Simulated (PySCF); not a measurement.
Numbering as in the mapped SMILES `[CH3:1][CH2:2][CH2:3][OH:4]`; H(Xn) means a hydrogen on atom n.

[PySCF: NMR shieldings at PBE0/pcSseg-1/GIAO; couplings computed with B3LYP/pcJ-1 (without the spin–dipole term); GFN2-xTB structure; one computed conformer; no solvent model; non-relativistic Hamiltonian; one averaged value for each set of equivalent atoms]

References, each an isolated molecule treated in the same way: ¹H against TMS.

The spectrum was simulated from the full spin Hamiltonian at 200 MHz with 1.2 Hz Lorentzian lines, from shifts rounded to 0.01 ppm and J to 0.1 Hz, couplings under 1 Hz left out. Exchangeable protons (1H) are left uncoupled and out of the list.

(1) List the maxima of its ¹H spectrum with integrals.

(2) Summarise it as multiplets with assignments.

## Answers

(1) 
Maxima in Hz from TMS (height), grouped by integral:
2H: 763.5 (39), 756.1 (79), 748.7 (41)
2H: 321.5 (4), 313.6 (17), 306.1 (35), 298.3 (36), 290.8 (21), 283.2 (5)
3H: 191.6 (55), 183.8 (100), 175.9 (41)

(2) ¹H NMR (200 MHz, computed): δ 3.78 (t, J = 7.4 Hz, 2H, H(C3)), 1.51 (sext, J = 7.7 Hz, 2H, H(C2)), 0.92 (t, J = 7.9 Hz, 3H, H(C1)), -0.01 (br s, 1H, H(O4)). These are first-order names; overlap and second-order distortion can hide them in the list.

OH/NH shifts are gas-phase values; hydrogen bonding in solution moves them, usually downfield. Splittings below 1 Hz are ignored in the labels, and close J values are merged. Unscaled 3J(H,H) at this level run about 10 % above measured values. Couplings to exchangeable protons are dropped. Vicinal H,H couplings across rotating CH2–CH2 and CH–CH2 bonds are estimated from the computed gauche and anti values for equal rotamer populations, (2 J gauche + J anti)/3.
